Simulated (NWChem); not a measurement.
**Basis-set convergence for hydrazine (H$_{4}$N$_{2}$)**

SMILES: NN
```xyz
6

N      0.1793    -0.6865     0.0757
N     -0.1793     0.6865     0.0757
H     -0.6482    -1.2350     0.3070
H      0.5101    -1.0127    -0.8368
H      0.6482     1.2350     0.3070
H     -0.5101     1.0127    -0.8368
```
Charge 0, spin multiplicity 1.

Program: NWChem. Structure: optimised with B3LYP/def2-SVP, a minimum by its harmonic frequencies. It is one conformer; others weren't searched.

Quantity: dipole moment at the level PBE.

The Pople sets run with spherical d functions.

Question: In def2-QZVP the value is 1.89 D. Among cc-pVDZ, 6-311G**, 6-311++G**, aug-cc-pVDZ, def2-TZVP, pcseg-2, def2-TZVPP, aug-cc-pVTZ, cc-pVQZ, which is the smallest basis within 0.05 D of it?

Answer: cc-pVDZ, with 48 functions against 234 (also within reach: aug-cc-pVDZ, def2-TZVPP, aug-cc-pVTZ, cc-pVQZ). def2-QZVP isn't the basis-set limit itself, and a small set can land close by cancellation.

```tsv
basis	functions	dipole moment (D)
cc-pVDZ	48	1.87
6-311G**	60	2.01
6-311++G**	72	2.06
aug-cc-pVDZ	82	1.89
def2-TZVP	86	2.01
pcseg-2	116	1.96
def2-TZVPP	118	1.92
aug-cc-pVTZ	184	1.87
cc-pVQZ	230	1.86
def2-QZVP	234	1.89
```
